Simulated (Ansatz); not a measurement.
C3H5FO2 (`CC1(F)OCO1`). Charge 0, multiplicity 1. The geometry is a stationary point of PBE0-D4/def2-TZVP.

```xyz
11

C    -0.252    1.275    0.784
C    -0.409    0.174   -0.215
F    -1.514    0.420   -0.972
O     0.697   -0.086   -1.035
C     0.642   -1.424   -0.565
O    -0.447   -1.130    0.296
H    -0.142    2.225    0.259
H     0.628    1.094    1.399
H    -1.139    1.317    1.417
H     0.390   -2.147   -1.348
H     1.544   -1.717   -0.019
```

Problem. What is the dipole moment at ωB97M-V/def2-TZVPP? (Estimate.)

Solution. Ansatz gave: 1.82 D, with components (1.45, -0.23, 1.07) D in this frame, pointing from negative to positive charge.

Problem. And with PBE, r2SCAN, B3LYP? (Best estimate.)

Solution. The calculation gave: PBE 1.70 D, r2SCAN 1.77 D, B3LYP 1.82 D.

Problem. Give the Mulliken charges with ωB97M-V, PBE, B3LYP in def2-TZVPP. (An estimate is asked.)

Solution. Ansatz gave: 
```tsv
atom	ωB97M-V	PBE	B3LYP
C1	-0.28	-0.26	-0.24
C2	0.43	0.37	0.49
F3	-0.19	-0.16	-0.21
O4	-0.33	-0.28	-0.35
C5	0.15	0.16	0.19
O6	-0.33	-0.28	-0.35
H7	0.12	0.10	0.10
H8	0.10	0.09	0.08
H9	0.12	0.10	0.10
H10	0.11	0.08	0.10
H11	0.11	0.08	0.09
```

B3LYP here is the variant with VWN-RPA as its local correlation; programs differ in this.
